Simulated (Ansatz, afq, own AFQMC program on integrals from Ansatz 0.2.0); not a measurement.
## AlH$_{3}$, triplet → AlH3⁺, doublet

```yaml
atoms:
  - { symbol: Al, position_ang: [0.0000, 0.0744, -0.0956] }
  - { symbol: H, position_ang: [0.0000, -1.3724, -0.7540] }
  - { symbol: H, position_ang: [0.4207, -0.3098, 1.6570] }
  - { symbol: H, position_ang: [-0.4207, -0.3098, 1.6570] }
```

E(doublet, charge +1) − E(triplet, charge +0) at this geometry, on UHF and UHF determinants.

Basis cc-pVDZ. Only valence electrons are correlated. Integrals, coupled cluster, full CI and functionals: Ansatz 0.2.0; the random walks run on the same integrals in our own AFQMC program. The CISD trial takes its coefficients from CCSD amplitudes. Released means that phaseless walkers are propagated on without the constraint, phases kept. Free projection: walkers drawn from exp(T), propagated without any constraint. Its projection time is finite, and what remains of the start isn't in its error. ± is one standard error of the sampling. The errors of all members are added in quadrature.

Full CI on the same integrals is exact in this basis and with this determinant's frozen core.

Errors are counted within cc-pVDZ, not against nature.

Cautions: AlH₃ (triplet): lower spins were not checked.

Reference (full CI): 6.830 eV.

```csv
level,vertical ionization energy (eV),error against FCI (eV)
HF,6.488,-0.341
MP2,6.760,-0.069
CCSD,6.803,-0.027
CCSD(T),6.823,-0.007
CCSDT,6.829,-0.001
CCSDT(Q),6.830,0.000
CCSDTQ,6.830,0.000
ph-AFQMC/HF,6.827 ± 0.017,-0.002 ± 0.017
ph-AFQMC/CISD,6.831 ± 0.001,0.001 ± 0.001
released AFQMC,6.829 ± 0.0009,0.000 ± 0.0009
free AFQMC,6.829 ± 0.0008,0.000 ± 0.0008
```

Correlation beyond CCSD(T) adds 0.007 eV. The perturbative (T) step is worth +0.020 eV.

CCSDT and higher add their correlation energy to the determinant of the CCSD(T) run, since their own runs factorise the integrals more tightly (a shift of under 2 meV). Free projections are given only where their last times agree within the noise and don't stop above the reference; a slow remainder of the start can still hide under it. A walk keeps the symmetry of its determinant, which the program's search chose and which needn't be the lowest solution, so a lower state of the same spin and another symmetry isn't excluded. Released energies are given only where the last usable release times agree within the noise; a slower fall can still hide under it.
